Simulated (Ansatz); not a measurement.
# Scan of [Cl···H···Cl], doublet

Starting geometry:

```xyz
3

Cl    0.0000    0.0000   -1.4353
H     0.0000    0.0000   -0.1565
Cl    0.0000    0.0000    1.5917
```

From there H2 is moved from one fragment to the other while all else, the fragments' distance too, stays fixed, so the hump isn't the reaction's barrier; atoms are numbered as listed. Energies are in kcal/mol, counted from the starting geometry at the same level.

Basis cc-pVTZ; Ansatz 0.2.0. Correlated methods freeze the noble-gas cores. R marks a restricted (for open shells ROHF) determinant, U an unrestricted one.

Full CI isn't at hand for all of this; UCCSDT(Q) serves as the reference, and is uncertain by about the last step of the cluster series.

```json
{"distance Cl1-H2 (Å)": "1.279", "UHF": "0.0"}
{"distance Cl1-H2 (Å)": "1.336", "UHF": "2.2"}
{"distance Cl1-H2 (Å)": "1.449", "UHF": "7.8"}
{"distance Cl1-H2 (Å)": "1.563", "UHF": "8.3"}
{"distance Cl1-H2 (Å)": "1.677", "UHF": "2.9"}
```

Q: Estimate the UCCSDT(Q) curve in cc-pVTZ from this one, knowing how UHF errs.

A: The computed UCCSDT(Q) values, in kcal/mol from the starting point, and the error of UHF against them:
```tsv
distance Cl1-H2 (Å)	UCCSDT(Q)	UHF less UCCSDT(Q)
1.279	0.0	0.0
1.336	0.5	1.7
1.449	3.1	4.7
1.563	3.3	5.0
1.677	0.8	2.1
```

The error spans 5.0 kcal/mol and is largest, 5.0 kcal/mol, at 1.563 Å.
